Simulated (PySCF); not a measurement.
Magnetisability: `FP(F)P`, F2H2P2

Molfile (atoms numbered from 1):
```
F2H2P2
     RDKit          3D

  6  5  0  0  0  0  0  0  0  0999 V2000
   -1.5210   -0.9900   -0.8642 F   0  0  0  0  0  0  0  0  0  0  0  0
   -0.8126    0.4147   -0.4720 P   0  0  0  0  0  0  0  0  0  0  0  0
   -1.6951    0.6239    0.8719 F   0  0  0  0  0  0  0  0  0  0  0  0
    0.9754   -0.4224    0.4867 P   0  0  0  0  0  0  0  0  0  0  0  0
    1.4520    0.8710    0.7151 H   0  0  0  0  0  0  0  0  0  0  0  0
    1.6043   -0.4953   -0.7591 H   0  0  0  0  0  0  0  0  0  0  0  0
  1  2  1  0
  2  3  1  0
  2  4  1  0
  4  5  1  0
  4  6  1  0
M  END
```

Method: PySCF 2.14.0, GIAO KT3/pcSseg-1 magnetisability, rotational g tensor and spin-rotation constants, non-relativistic, gas phase. Geometry: GFN2-xTB.

(1) What are the magnetisability and the molar susceptibility?

(2) Split it along the inertial axes a, b, c into diamagnetic and paramagnetic parts about the centre of mass, with the quadrupole moment.

(3) And the rotational g tensor?

## Answers

(1) Isotropic -724 × 10⁻³⁰ J/T², or -43.6 × 10⁻⁶ cm³/mol; principal values -784, -730, -656 × 10⁻³⁰ J/T², anisotropy 111 × 10⁻³⁰ J/T² (root of half the summed squared differences of the principal values). The susceptibility is in cgs units.

(2) 
| axis | χ (10⁻⁶ cm³/mol) | diamagnetic (10⁻⁶ cm³/mol) | paramagnetic (10⁻⁶ cm³/mol) | summed x² of all electrons (Å²) | quadrupole Θ (D Å) |
| --- | --- | --- | --- | --- | --- |
| a | -45.9 | -220.5 | 174.6 | 75.9 | +0.61 |
| b | -44.0 | -393.2 | 349.3 | 35.2 | +0.31 |
| c | -40.9 | -471.0 | 430.2 | 16.8 | -0.92 |

Anisotropies 2χaa − χbb − χcc = -7.0 and 2χbb − χaa − χcc = -1.2 × 10⁻⁶ cm³/mol. Θ is traceless in Buckingham's convention.

(3) 
```tsv
axis	rotational constant (GHz)	g	nuclear part	electronic part
a	6.9053	-0.0654	0.5011	-0.5665
b	3.3396	-0.0344	0.5136	-0.5480
c	2.6659	-0.0304	0.5083	-0.5387
```
Asymmetric top; isotopes 19F, 1H, 31P; no vibrational averaging.
